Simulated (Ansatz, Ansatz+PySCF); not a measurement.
```xyz
7

C     0.0355   -0.0153   -0.7069
C    -0.0163    0.0051    0.7894
H     0.9405   -0.0341    1.3640
H    -0.9763    0.0036    1.3795
H     0.0082    1.0112   -1.0730
H     0.8502   -0.4669   -1.1516
H    -0.9280   -0.4725   -1.0899
```

UHF-MP2 on doublet C₂H₅ was run in several spherical basis sets with Ansatz (development build ahead of 0.2.0). Frozen core: 2 orbitals.

**Question.** Rank the basis sets by the total energy that they give, lowest first, with the distance from the lowest.
A. 6-31G(d)
B. 6-31G
C. def2-SVP
D. STO-3G
E. cc-pVTZ
F. cc-pVDZ
G. aug-cc-pVDZ
H. def2-TZVP

**Answer.** E (0.00 eV), H (0.37 eV), G (1.97 eV), F (2.34 eV), A (3.42 eV), C (4.02 eV), B (6.15 eV), D (32.91 eV).

Totals follow the description of the cores as much as that of the bonds, so this order isn't one of quality for chemistry.
